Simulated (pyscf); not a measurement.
PySCF, gas phase, ωB97X-D3(BJ)/def2-SVP geometries.

Q: For the elementary gas-phase step HO–Si(OH)(OH)–OH (SMILES O[Si](O)(O)O) + H• (SMILES [H]) -> •O–Si(OH)(OH)–OH (SMILES [O][Si](O)(O)O) + H₂ (SMILES [H][H]) (doublet surface; H–O broken, H–H formed), what barrier and reaction energy does ωB97M-D3(BJ)/def2-TZVP give, measured from the separated reactants?

A: ΔE‡ = 22.9 kcal/mol, ΔE = +17.9 kcal/mol. Zero-point energy shifts the barrier by -1.5 kcal/mol. It is a hydrogen abstraction, with an imaginary mode of 877i cm⁻¹. This is the saddle that the search found; another between the same sides may lie lower. The angle at the transferred H is 157°.
